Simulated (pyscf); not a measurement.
**Addition across a multiple bond or ene-type step: O=Si(Cl)–Cl + ammonia (NH₃) -> H₂N–Si(OH)(Cl)–Cl**

Gas phase, singlet surface, charge 0. Bonds broken: N5–H6. Bonds formed: O1–H6, Si2–N5. Optimised with ωB97X-D3(BJ)/def2-SVP in PySCF.

Transition state (Å):

```xyz
8

O     -0.4973     0.7085     1.2190
Si    -1.2706    -0.2411     0.2191
Cl    -1.1094    -2.2737     0.3482
Cl    -3.1717     0.1881    -0.3939
N     -0.0904     0.3529    -1.0886
H      0.1528     0.8854     0.0017
H      0.6073    -0.2949    -1.4562
H     -0.4404     0.9562    -1.8336
```

One imaginary mode, 1442i cm⁻¹; descent along it reached the two sides named, in the forms told below.

```json
[
 {"bond": "N5–H6", "change": "breaks", "reactant side (Å)": "1.025", "saddle": "1.237", "product side": "2.8"},
 {"bond": "O1–H6", "change": "forms", "reactant side (Å)": "2.7", "saddle": "1.391", "product side": "0.964"},
 {"bond": "Si2–N5", "change": "forms", "reactant side (Å)": "1.958", "saddle": "1.859", "product side": "1.708"}
]
```

Electronic energies relative to the separated reactants (kJ/mol):

```csv
level,barrier,reaction energy,reverse barrier
ωB97X-D3(BJ)/def2-TZVP,-102.2,-278.0,175.8
PBE/def2-TZVP,-94.3,-236.4,142.1
r²SCAN/def2-TZVP,-104.5,-264.4,159.8
B3LYP-D3(BJ)/def2-TZVP,-90.7,-258.2,167.5
PBE0-D3(BJ)/def2-TZVP,-111.7,-275.1,163.4
M06-2X/def2-TZVP,-111.6,-290.1,178.5
ωB97M-D3(BJ)/def2-TZVP,-98.2,-271.2,173.0
HF/def2-TZVP,-61.1,-293.1,231.9
```

With ωB97M-D3(BJ)/def2-TZVP energies and thermal terms (ideal gas, 1 atm, RRHO with modes under 100 cm⁻¹ raised to 100, one conformer, R ln 2 for chiral ones without a mode under 150 cm⁻¹), in kJ/mol:

```
T (K)     ΔH‡    ΔG‡      ΔH      ΔG
-----  ------  -----  ------  ------
298    -102.5  -55.4  -267.0  -224.4
600    -101.9   -7.5  -262.2  -183.0
900     -99.1   39.1  -256.5  -144.6
1200    -95.8   84.7  -251.1  -108.1
```

On the reactant side the descent ends in an adduct with a N–Si contact, 163.5 kJ/mol under the separated species and 61.3 kJ/mol under the saddle at ωB97X-D3(BJ)/def2-TZVP. On the product side the descent ends in a point that may be a rotor saddle (no frequency run), 5.2 kJ/mol over the lowest minimum found and 170.6 kJ/mol under the saddle at ωB97X-D3(BJ)/def2-TZVP. At ωB97X-D3(BJ)/def2-TZVP, PBE, r²SCAN, B3LYP-D3(BJ), PBE0-D3(BJ), M06-2X, ωB97M-D3(BJ)/def2-TZVP, HF the saddle lies under the separated reactants, which points to a path from their complex (located at ωB97X-D3(BJ) alone). What is counted as formed (N–Si) is already present as a longer contact in the reactant adduct; forming that adduct is a step of its own. This is the saddle that the search found; another between the same sides may lie lower.
